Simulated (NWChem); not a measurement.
**AlSiH4Cl (SMILES [SiH3][AlH][Cl]) at B3LYP/6-31G(d) (spherical functions)**

We compute a geometry optimisation of AlSiH4Cl. 

Program for the calculation: NWChem 7.3.0.

12 further runs of the same task are left out: 8 that didn't finish, 4 set aside as unsound or not needed. Runs told in other sessions of the task aren't counted.

## 1. Starting point

The species is AlSiH4Cl (7 atoms), meant as a singlet with charge 0. SMILES: `[SiH3][AlH][Cl]`. The shape is that of a PBE0-D4/def2-TZVP optimisation. The run starts from this shape.

Bond lengths: Si1–Al2 2.446 Å, Al2–Cl3 2.104 Å, Si1–H4 1.490 Å, Si1–H5 1.490 Å, Si1–H6 1.489 Å, Al2–H7 1.581 Å. Angles: Si1–Al2–Cl3 116.2°, Si1–Al2–H7 127.5°, Cl3–Al2–H7 116.3°, Al2–Si1–H4 110.2°, Al2–Si1–H5 110.2°, Al2–Si1–H6 112.2°, H4–Si1–H5 107.8°, H4–Si1–H6 108.2°, H5–Si1–H6 108.1°.

## 2. A geometry optimisation at B3LYP/6-31G(d) (spherical functions)

Input file a.nw:

```
start a
title "AlClH4Si"
memory stack 880 mb heap 220 mb global 1100 mb
geometry
Si    -0.861200     0.582500    -0.311200
Al     1.094800    -0.612400     0.543100
Cl     1.783400    -2.223100    -0.622900
H     -2.012700    -0.351800    -0.455300
H     -0.567600     1.154700    -1.655100
H     -1.276600     1.696100     0.586300
H      1.901100    -0.314000     1.869500
end
basis spherical bse
Si library 6-31G*
Al library 6-31G*
Cl library 6-31G*
H library 6-31G*
end
dft
xc b3lyp
mult 1
grid fine
convergence energy 1e-07
iterations 100
mulliken
print low
end
driver
maxiter 60
end
freq
temp 2 298.15 573.15
end
task dft optimize
task dft frequencies
```

Started as:

```sh
$ nwchem a.nw > a.out
```

What values should one expect? Wanted: total energy at the end; lowest harmonic wavenumber; highest harmonic wavenumber; zero-point energy; ideal-gas entropy at 298.15 K.

Computed results:

Level: B3LYP/6-31G* (spherical functions).

| quantity | value |
| --- | --- |
| total energy at the end | -994.58056 Eh |
| lowest harmonic wavenumber | 32 cm⁻¹ |
| highest harmonic wavenumber | 2237 cm⁻¹ |
| zero-point energy | 86.1 kJ/mol |
| ideal-gas entropy at 298.15 K (symmetry number 1 as used) | 79.9 cal/(mol K) |

**Reading.** At the final geometry: Bond lengths: Si1–Al2 2.456 Å, Al2–Cl3 2.128 Å, Si1–H4 1.491 Å, Si1–H5 1.491 Å, Si1–H6 1.491 Å, Al2–H7 1.584 Å. Angles: Si1–Al2–Cl3 117.4°, Si1–Al2–H7 127.4°, Cl3–Al2–H7 115.2°, Al2–Si1–H4 110.7°, Al2–Si1–H5 110.7°, Al2–Si1–H6 111.7°, H4–Si1–H5 107.7°, H4–Si1–H6 107.9°, H5–Si1–H6 107.9°. All 15 modes are real, so the shape is a minimum at this level. The optimisation took 5 steps and changed the energy by -0.006 eV. Mulliken charges run from -0.27 on Cl3 to +0.42 on Al2; they depend strongly on the basis.
